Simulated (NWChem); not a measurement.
# nitrogen (N2); SMILES N#N

All runs: NWChem. Structure relaxed at the PBE0-D3(BJ)/def2-TZVP level. Ions are spin-unrestricted doublets at the neutral geometry; other ion states weren't tried.

Task: What does the run give for B3LYP/def2-SVP? Quantities: vertical ionisation energy, ΔSCF (eV); −ε(HOMO) (eV).

Result: 
```
Quantity                               Result
-------------------------------------  ------
vertical ionisation energy, ΔSCF (eV)   15.82
−ε(HOMO) (eV)                           11.72
```
